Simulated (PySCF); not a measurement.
Compound: C3H2FPS.
Cartesian coordinates in Å at the GFN2-xTB level; atoms count from 1:
```
atom  x, y, z in Å
F1     2.7796   -0.1941    0.3541
C2     1.4640   -0.0426    0.1634
P3     0.7700    1.3201   -0.6067
C4    -0.8527    0.6530   -0.3966
C5    -0.9823   -0.5431    0.2171
S6     0.4535   -1.3210    0.7444
H7    -1.7152    1.1931   -0.7519
H8    -1.9079   -1.0560    0.4071
```

Level of theory: TDDFT CAM-B3LYP/def2-SVPD, vertical, gas phase, core orbitals frozen in the response in PySCF 2.14.0, density-fitted response routines.

Ground-to-excited transition dipoles (e·a0, same axes as the geometry; the sign carries no meaning), for the states with f of 0.002 or more among the lowest 7:

| state | E (eV) | μx | μy | μz |
| --- | --- | --- | --- | --- |
| S1 | 4.927 | 0.539 | -0.508 | 0.311 |
| S2 | 5.320 | 0.051 | 0.462 | -0.237 |
| S4 | 5.651 | 0.016 | -0.097 | -0.187 |
| S6 | 6.266 | -0.622 | -0.940 | 0.438 |
| S7 | 6.655 | 0.010 | -0.055 | -0.106 |

**Question.** What oscillator strength does each state have?

**Answer.** f = (2/3) ΔE |μ|² with ΔE in hartree (27.2114 eV).

| state | \|μ\|² (au) | \|μ\| (D) | f |
| --- | --- | --- | --- |
| S1 | 0.646 | 2.04 | 0.078 |
| S2 | 0.273 | 1.33 | 0.036 |
| S4 | 0.045 | 0.54 | 0.006 |
| S6 | 1.461 | 3.07 | 0.224 |
| S7 | 0.014 | 0.30 | 0.002 |

**Question.** The point group is Cs. Which irreducible representation does each state belong to?

**Answer.** From a totally symmetric ground state, an allowed state transforms like the component of the dipole operator along its μ. Polarised normal to the mirror plane, so A″: S4 and S7. Polarised in the mirror plane, so A′: S1, S2 and S6.

**Question.** Which bond between heavy atoms lies closest to the direction of the S6 transition dipole?

**Answer.** C2–S6, at 5° from it; next C4–C5 at 26°.

**Question.** What angle do the transition dipoles of S1 and S6 make?

**Answer.** |cos θ| = |μa·μb| / (|μa| |μb|) = 0.29, so θ ≈ 73° (taken between 0 and 90°, since the signs are arbitrary).

**Question.** What peak molar absorption coefficient would the strongest computed level give as a lone Gaussian band 0.5 eV wide at half height?

**Answer.** ε(max) = 2.175×10⁸ f / FWHM, with the width in cm⁻¹. S6: 2.175×10⁸ × 0.2243 / 4033 ≈ 12000 L mol⁻¹ cm⁻¹.

Time: 13 s wall; peak memory 0.67 GiB. Hardware: one thread, Intel Xeon 6975P-C (x86_64), shared host.
